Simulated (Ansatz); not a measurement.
Ideal-gas functions of CH₃BS, SMILES `BC=S` at 400 K and 1 bar, from an Ansatz frequency run at PBE0-D4/def2-TZVP.

Molar mass 57.91 g/mol, point group Cs (symmetry number 1), electronic degeneracy 1, moments of inertia 18.345, 51.799, 65.763 u Å². Harmonic wavenumbers (cm⁻¹, unscaled): 260, 510, 720, 866, 907, 970, 1091, 1138, 1194, 2570, 2655, 3183.

Use S(trans) = R[1.5 ln M + 2.5 ln T − 1.1517]; rotational temperatures θ = 24.2544 K / I; S(rot) = R[ln(√π/σ · √(T³/θAθBθC)) + 1.5]; for each mode x = 1.438777 ν̃/T, S = R[x/(eˣ − 1) − ln(1 − e⁻ˣ)] and H = RT x/(eˣ − 1); 1 cm⁻¹ = 0.0119627 kJ/mol; R = 8.31446 J/(mol·K).

Task: By hand: the entropy, in J/(mol·K).

Result: Translation 165.6. Rotation: θ = 1.3221, 0.4682, 0.3688 K, giving 98.1. Vibration, mode by mode: 9.17, 4.35, 2.40, 1.58, 1.40, 1.17, 0.82, 0.72, 0.61, 0.01, 0.01, 0.00, in all 22.2. Electronic 0.0. Sum 285.9 J/(mol·K).

Task: By hand: H − E and G − E in kJ/mol, counted from the electronic energy.

Result: Zero-point energy ½ × 16064 × 0.0119627 = 96.1; thermal vibration 5.8; translation, rotation and pV give 4 RT = 13.3. H − E = 115.2 kJ/mol, and G − E = 115.2 − 400 × 285.9/1000 = 0.8 kJ/mol.

Vibration gives 8 % of the entropy.
